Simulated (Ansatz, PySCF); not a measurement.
Molecule: vinyl fluoride, C2H3F, charge 0, multiplicity 1. 
Coordinates optimised at B3LYP-D3(BJ)/def2-TZVP (Ansatz, an electronic-structure program):
```
C
C 1 1.3174
F 1 1.3475 2 122.16
H 2 1.0798 1 119.40 3 180.00
H 2 1.0810 4 119.01 1 180.00
H 1 1.0823 2 126.09 4 0.00
```
Charge 0, spin multiplicity 1.

Wanted: atomisation energy (electronic, to ground-state atoms), in kcal/mol. Correlated levels leave the core frozen unless marked. UHF or UKS for open shells. Spin-orbit coupling is left out. No relativistic terms. The coupled-cluster limit lacks core correlation, which all-electron functionals hold. CBS marks a two-point X^-3 extrapolation of the correlation energy; Hartree-Fock from the larger set. The bracket is a focal-point correction in the basis named.

```tsv
level	program	atomisation energy (kcal/mol)
PBE-D3(BJ)/def2-TZVPD	Ansatz + dftd3	590.9
PBE-D4/def2-TZVPD	Ansatz + dftd4	590.7
revPBE-D3(BJ)/def2-TZVPD	Ansatz + dftd3	573.3
PW6B95-D4/def2-TZVPD	PySCF + dftd4	575.6
PW6B95/def2-TZVPD	PySCF	574.4
B2GP-PLYP-D4/def2-TZVPD	Ansatz + dftd4	[?]
RI-MP2/CBS(aug-cc-pVTZ,aug-cc-pVQZ)+[CCSD(T)-MP2]/aug-cc-pVTZ	Ansatz	572.8
```

Question: Complete the blanks.

Answer: 
- B2GP-PLYP-D4/def2-TZVPD, atomisation energy (kcal/mol): 565.8
